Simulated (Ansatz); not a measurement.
Two shapes of singlet C₂H₆.

Shape 1:

```xyz
8

C     0.0000    0.0000    0.7372
C     0.0000    0.0000   -0.7372
H     0.0000    1.0190    1.1322
H    -0.8824   -0.5095    1.1322
H     0.8824   -0.5095    1.1322
H     0.0000   -1.0190   -1.1322
H    -0.8824    0.5095   -1.1322
H     0.8824    0.5095   -1.1322
```

Shape 2:

```xyz
8

C     0.0000    0.0000    0.7722
C     0.0000    0.0000   -0.7722
H     0.0000    1.0190    1.1672
H    -0.8824   -0.5095    1.1672
H     0.8824   -0.5095    1.1672
H     0.0000   -1.0190   -1.1672
H    -0.8824    0.5095   -1.1672
H     0.8824    0.5095   -1.1672
```

Basis set: cc-pVTZ (spherical functions). Left uncorrelated: 2 orbitals. Charge 0, multiplicity 1.

Computed with Ansatz (development build ahead of 0.2.0); each method stands on the lowest determinant of its kind that the runs found.

**Question.** Which shape is lower in energy, and by how much in each method?

**Answer.**

```tsv
method	E(2) − E(1) (eV)
RHF	-0.034
RHF-MP2	-0.032
```

Shape 2 is lower.
